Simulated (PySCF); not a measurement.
# H₂O: one-bond stretch

All numbers come from PBE0/[O def2-TZVP, H def2-TZVP], no relativity, density fitting, PySCF.

Rigid scan from the singlet minimum (O–H 0.959 Å (×2); H–O–H 105.0°). Coordinate: the bond from O to the last atom (H) scaled, the rest fixed. Energies in kJ/mol from the minimum.

Predict the curve at 0.92, 0.96, 1.00, 1.05, 1.12, 1.20, 1.35, 1.55, 1.80, 2.20.


```tsv
scale of one bond	E (kJ/mol)	dipole size (D)
0.92	18.1	2.05
0.96	4.1	2.06
1.00	0.0	2.07
1.05	5.3	2.08
1.12	26.5	2.10
1.20	63.2	2.12
1.35	148.0	2.14
1.55	265.3	–
1.80	394.4	–
2.20	548.1	–
```

At long bonds a restricted determinant can lie too high, and another spin state can fall below this curve.

Other isomers or separated fragments may lie lower.

The scan took roughly 18 core-seconds on a shared host.
